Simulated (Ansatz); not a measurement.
# hcp Co: polycrystal shear modulus by level of theory

No measured value is used here.

```csv
level (code),value (GPa),cell (Å³/atom)
LDA (Ansatz),135,10.01
PBE (Ansatz),104,10.86
PBEsol (Ansatz),…,10.37
```

Problem. What belongs in the gaps?

Solution. 
- PBEsol (Ansatz, an electronic-structure program), value (GPa): 122

Spin-polarised runs: LDA (parallel moments), PBE (parallel moments), PBEsol (parallel moments). Each level is taken at its own relaxed cell. Ansatz's density-functional and Hartree–Fock values are scalar-relativistic unless marked +SOC, with PAW data made under PBE.
